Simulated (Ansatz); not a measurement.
Geometry optimisation, Ansatz 0.2.0, RKS r2SCANh-D4/cc-pVDZ.

input.yaml

```yaml
crystal:
  periodic: [false, false, false]
  atoms:
    - { symbol: Si, position_ang: [0.156425, -0.020008, 0.171399] }
    - { symbol: H, position_ang: [0.354989, -0.067392, 1.612648] }
    - { symbol: O, position_ang: [1.802065, -0.035469, -0.129233] }
    - { symbol: H, position_ang: [2.27419, -0.709539, 0.367486] }
    - { symbol: H, position_ang: [-0.37838, 1.285551, -0.312082] }
    - { symbol: Si, position_ang: [-1.053597, -1.850591, -0.707798] }
    - { symbol: H, position_ang: [-1.824142, -2.550972, 0.368352] }
    - { symbol: H, position_ang: [-2.007195, -1.428839, -1.780566] }
    - { symbol: H, position_ang: [-0.076357, -2.823341, -1.293705] }
basis:
  gaussian: { orbitals: cc-pVDZ }
hamiltonian:
  xc: r2scanh
  dispersion: d4
relax:
  f_tol: 0.03
  max_steps: 50
```

Command:

```bash
$ ansatz run input.yaml --threads 2 --pin off --max-ram 3072MiB --backend cpu --events-out ev --progress --plain --runs-dir out
```

**Question.** Where does it end, and by what steps?

**Answer.** It converged. The force dipped under the threshold on the way, but the program's further checks kept it going. After 13 steps the energy has fallen by 0.355 eV; H4 moved furthest, 0.82 Å.

```csv
step,energy less start (eV),largest force component (eV/Å),accepted
0,0.0000,1.256,yes
1,-0.2709,0.259,yes
2,-0.2910,0.227,yes
3,-0.3011,0.140,yes
4,-0.3121,0.198,yes
5,-0.3291,0.056,yes
6,-0.3119,1.184,no
7,-0.3342,0.037,yes
8,-0.3413,0.067,yes
9,-0.3430,0.243,yes
10,-0.3498,0.104,yes
11,-0.3536,0.013,yes
12,-0.3548,0.068,yes
13,-0.3551,0.029,yes
```

```xyz
9
Properties=species:S:1:pos:R:3
Si 0.193 -0.067 0.350
H 0.360 -0.349 1.816
O 1.683 0.194 -0.409
H 2.258 -0.580 -0.443
H -0.547 1.218 0.188
Si -0.983 -1.849 -0.638
H -2.284 -2.084 0.066
H -1.259 -1.573 -2.083
H -0.173 -3.109 -0.552
```

Whether the end is a true minimum wasn't checked by a vibrational analysis.

Time of the run: 19 s on 2 threads of Intel(R) Xeon(R) 6975P-C (Granite Rapids), on a shared host, peak memory 0.2 GiB.
